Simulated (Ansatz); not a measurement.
# Mg (hcp): energy against volume

The calculation used DFT, LDA (PW92), plane waves (420 eV) with PAW, scalar-relativistic in Ansatz. (PAW data from PBE, frozen cores regenerated.)

The cell is scaled uniformly from the relaxed one, with fractional coordinates and shape fixed. Energies are extrapolated to zero smearing, pressures are those at the given smearing. Magnetic state: spin not included.

A Birch-Murnaghan fit gives V₀ = 21.62 Å³/atom, B₀ = 40 GPa, B₀′ = 4.0.

Q: What are the energy above the minimum and the pressure at 20.741 Å³/atom?

A: 4.8 meV/atom and 1.83 GPa as computed.

Q: What are the energy above the minimum and the pressure at 23.334 Å³/atom?

A: 14.8 meV/atom and -2.56 GPa as computed.

Q: What are the energy above the minimum and the pressure at 24.198 Å³/atom?

A: 31.4 meV/atom and -3.52 GPa as computed.
